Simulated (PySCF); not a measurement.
C4H12Si.
Atom-mapped SMILES: `[CH3:1][Si:2]([CH3:3])([CH3:4])[CH3:5]` (hydrogens: H6, H7, H8 on C1; H9, H10, H11 on C3; H12, H13, H14 on C4; H15, H16, H17 on C5)

The calculation used core-valence-separated Tamm–Dancoff BHandHLYP/aug-pcX-1 (pcseg-1 on H, def2-SVPD on Si) in PySCF, non-relativistic, gas phase, PBE0-D3(BJ)/def2-SVP geometry.

Computed carbon K-edge spectrum, Gaussian lines of 0.4 eV full width, highest printed point 100; it ends one width below the last computed root. The energies are unshifted.

```tsv
photon energy (eV)	absorption
284.3	0
284.4	0
284.5	1
284.6	4
284.7	7
284.8	9
284.9	8
285.0	5
285.1	3
285.2	4
285.3	12
285.4	34
285.5	69
285.6	99
285.7	100
285.8	72
285.9	37
286.0	14
286.1	6
286.2	5
```

**Question.** Assign the maxima to core holes.

**Answer.** 2 maxima:
- 284.8 eV: C1/C3/C4/C5 (Si-methyl carbon), 284.83 eV, f = 0.020, sum of 4, 100 % of the height at the exact maximum
- 285.7 eV: C1/C3/C4/C5 (Si-methyl carbon), 285.65 eV, f = 0.243, sum of 8, 100 % of the height at the exact maximum

Roots within 0.03 eV on the same or equivalent atoms count as one line; shares under 12 % aren't listed.

Vibrational structure and lifetime widths aren't in the curve. The ionisation threshold wasn't computed; near and above it a finite basis only mimics Rydberg series and continuum.
